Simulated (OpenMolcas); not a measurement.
## Exact exchange and the HOMO–LUMO gap of C2H3Al

The species is C2H3Al (6 atoms), meant as a singlet with charge 0. SMILES: `C#[C][AlH2]`. The shape is that of a PBE0-D4/def2-TZVP optimisation.

The HOMO–LUMO gap y, in eV, basis def2-TZVP; a is the functional's share of exact exchange. Programs: OpenMolcas 26.06.

| functional | program | a | y (eV) |
| --- | --- | --- | --- |
| revPBE | OpenMolcas | 0 | 4.27 |
| TPSS | OpenMolcas | 0 | 4.48 |
| B3LYP | OpenMolcas | 0.2 | 5.75 |
| PBE0 | OpenMolcas | 0.25 | ? |
| BHLYP | OpenMolcas | 0.5 | 8.04 |

Q: Fit y = c + s·a to the known rows and predict PBE0.

A: 
1. Means of the 4 rows: a = 0.1750, y = 5.635.
2. Σ(Δa)² = 0.1675, Σ(Δa·Δy) = 1.2255, so the slope is 1.2255/0.1675 = 7.3164.
3. Intercept: 5.635 − (7.3164) × 0.1750 = 4.355. The largest residual of the fit is 0.12.
4. PBE0: 4.355 + (7.3164) × 0.25 = 6.18 eV.

The run gave 6.19 eV, so the prediction is off by -0.01 eV, within the largest residual. Exact exchange lowers occupied levels and raises empty ones. The rows mix families of semi-local functionals, which the line can't see.
